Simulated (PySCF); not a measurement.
Estimate the missing entries of this data sheet.

Species: C2H2Cl4.
Numbering: `[Cl:1][CH:2]([Cl:3])[CH:4]([Cl:5])[Cl:6]` (hydrogens: H7 on C2; H8 on C4)

Conformer (atom-mapped SMILES and torsion angles): `[Cl:1][CH:2]([Cl:3])[CH:4]([Cl:5])[Cl:6]`: Cl1–C2–C4–Cl5 -66°.

```csv
property,level,value
point group,PBE0-D3(BJ)/def2-SVP,C2
"rotational constants A, B, C",PBE0-D3(BJ)/def2-SVP,"1.784, 1.141, 0.958 GHz"
dipole moment,KT2/pcSseg-2,?
HOMO energy,KT2/pcSseg-2,-7.69 eV
LUMO energy,KT2/pcSseg-2,?
13C chemical shifts (computed TMS as zero) by class,GIAO KT2/pcSseg-2,?
1H chemical shifts (computed TMS as zero) by class,GIAO KT2/pcSseg-2,?
"isotropic shieldings of nuclei other than C and H, by class",GIAO KT2/pcSseg-2,?
core binding energies,"ΔSCF SCAN, pcX-2 on the ionised atom, pcseg-1 elsewhere, spin-free X2C, 2p3/2 from a spin–orbit splitting computed afterwards within the 2p shell",?
```

The electronic properties come from PySCF, for the isolated species, density fitting. Isolated species at its PBE0-D3(BJ)/def2-SVP geometry (one conformer only). The shieldings hold no spin–orbit term; for a carbon that bears several chlorines this term is known to matter. NMR classes are plain means over equivalent atoms (diastereotopic ones count apart unless rotation or inversion swaps them), as if these changed places fast; in this geometry the members of some classes differ.

Question: What is the LUMO energy?

Answer: -1.86 eV.

Question: The 13C chemical shifts (computed TMS as zero) by class?

Answer: 93.7 (C2/C4) ppm.

Question: Give the core binding energies.

Answer: Cl2p3/2 206.8 (Cl1/Cl3/Cl5/Cl6), C1s 294.6 (C2/C4), Cl1s 2829.4 (Cl1/Cl3/Cl5/Cl6) eV.

Question: The isotropic shieldings of nuclei other than C and H, by class?

Answer: 671 (Cl1/Cl3/Cl5/Cl6) ppm.

Question: The dipole moment?

Answer: 1.71 D.

Question: The 1H chemical shifts (computed TMS as zero) by class?

Answer: 6.41 (H7/H8) ppm.

With B = h/(8π²I), that is 505.379 GHz u Å² over I, the principal moments of inertia are 283.2, 442.9 and 527.7 u Å² (most abundant isotopes). The rotational constants make it an asymmetric top with κ = (2B − A − C)/(A − C) = -0.56, nearer the prolate limit (−1). A dipole of 1.71 D is allowed in C2, and pure rotational transitions are dipole-allowed. In atomic units the dipole is 0.67 e·bohr (1 au = 2.5417 D).
